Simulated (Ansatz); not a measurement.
## GeH$_{4}$⁺, doublet: the ladder up to full CI

Geometry: a point of a stretch scan, not a stationary point.

```xyz
5

Ge   -0.0016   -0.0030    0.0030
H     0.5597    1.0310    1.0355
H    -0.4472   -0.8081    0.8100
H    -0.5609    1.0279   -1.0339
H     0.5661   -1.0380   -1.0249
```

Basis 6-31G (Cartesian d functions); Ansatz 0.2.0. Only valence electrons are correlated (noble-gas cores and the filled d shells of p-block atoms frozen), which leaves 7 electrons in 23 orbitals. R marks a restricted (for open shells ROHF) determinant, U an unrestricted one. Active spaces: valence = (7e, 8o) chosen from the atoms' valence shells; pair = (3e, 3o) about the gap. No spin–orbit coupling is included, and no scalar relativity.

Full CI is exact within this basis and frozen core; it isn't the basis-set limit. The frozen core follows each run's orbitals, which can shift R against U totals by a few meV for light atoms and by up to 0.1 eV past Ca.

```
UHF ⟨S²⟩                          : 0.791
T1 diagnostic (RCCSD)             : 0.0232
largest doubles amplitude (RCCSD) : 0.086
```

```csv
level,E − E(full CI) (kcal/mol),share of correlation (%),wall time
RHF,57.20,0.00,–
RMP2,17.56,69.30,–
RCCSD,1.29,97.75,–
RCCSD(T),0.35,99.38,0.96 s
BCCD(T),0.39,99.32,1.1 s
RCCSDT,0.00,100.00,–
RCCSDT(Q),-0.02,100.04,3.5 s
CASSCF (pair space),45.55,20.36,–
NEVPT2 (pair space),13.69,76.06,1.1 s
MRCISD (pair space),2.10,96.32,–
MRCISD+Q (pair space),-0.42,100.73,1.2 s
CASSCF (valence space),10.33,81.94,–
NEVPT2 (valence space),2.40,95.81,2.1 s
MRCISD (valence space),0.12,99.79,–
MRCISD+Q (valence space),0.03,99.95,2.8 s
MRCISD+Q(relaxed) (valence space),-0.10,100.17,3.2 s
```

The correlation energy at full CI, counted from RHF, is -2.480 eV. That run took 41 s on 1 thread of Arm Neoverse V2, shared host over 7,841,845 determinants.

Run but not shown, since their state or frozen core can't be matched to the reference's or they repeat it: UHF, UMP2, UCCSD, UCCSD(T), UCCSDT, UCCSDT(Q).

Times hold each run's SCF and search for its determinant on a shared host, so for small cases they say little of a method's own cost; they ran on 1 thread of Arm Neoverse V2.

More than 5 meV below full CI, which no variational method can be: MRCISD+Q (pair space).

The full-CI state has the irrep A' of Cs, in the program's axes.

Natural occupations of full CI about the gap: 1.978 1.952 1.933 1.013 0.041 0.031 0.025 0.015 0.003 0.003; effectively unpaired electrons, Σ n²(2−n)², 1.04.
